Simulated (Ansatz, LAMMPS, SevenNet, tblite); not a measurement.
How well does each level of theory give the elastic constant C11 of diamond?

Reference value: 1081 GPa (measured, low temperature, zero-point motion not removed; as tabulated in Tanner et al. (2021), arXiv:2110.11888).

Problem. What do LCBOP C.lcbop, GFN1-xTB, SevenNet-l3i5, LDA, PBE, revPBE, PBE-D3(BJ), r²SCAN, PBE0 give, and how far is each from the reference?

Solution. 
```csv
level (code),value (GPa),cell (Å³/atom),difference (%)
LCBOP C.lcbop (LAMMPS),1066,5.66,-1.4
GFN1-xTB (tblite),1067,5.57,-1.3
SevenNet-l3i5,812,5.69,-25
LDA (Ansatz),1105,5.51,+2.2
PBE (Ansatz),1051,5.70,-2.8
revPBE (Ansatz),1033,5.76,-4.4
PBE-D3(BJ) (Ansatz),1068,5.63,-1.2
r²SCAN (Ansatz),1112,5.64,+2.9
PBE0 (Ansatz),1138,5.57,+5.3
```

Once the reference is moved by up to 5.0 % (a margin picked here for doubts on the reference and the settings, and for temperature and zero-point motion) and values within 1.7 % count as equal, the nearest can be PBE-D3(BJ) (-1.2 %), GFN1-xTB (-1.3 %), LCBOP C.lcbop (-1.4 %), LDA (+2.2 %), PBE (-2.8 %), r²SCAN (+2.9 %), revPBE (-4.4 %) or PBE0 (+5.3 %). Among them SevenNet-l3i5 (-25 %) misses by most.

The reference isn't brought to a static lattice, while the calculations are for one, so the differences are not the levels' errors alone.  GFN1-xTB: the method was fitted mainly to molecules. GFN1-xTB: the run uses a supercell at the zone centre in place of a k mesh. PBE-D3(BJ): the dispersion coefficients are held fixed in the derivatives. Each level is taken at its own relaxed cell. Cutoffs and k meshes differ between the levels. Ansatz's density-functional and Hartree–Fock values are scalar-relativistic unless marked +SOC, with PAW data made under PBE.

Empirical potentials (LCBOP C.lcbop) are fitted to chosen data: where that held the value shown, agreement is built in, and what lay outside the fit can be far off. Machine-learned potentials (SevenNet-l3i5) are trained on DFT data: a solid inside that data is no test of them.

Differences are worked out from the printed values.

Ansatz is a first-principles code.
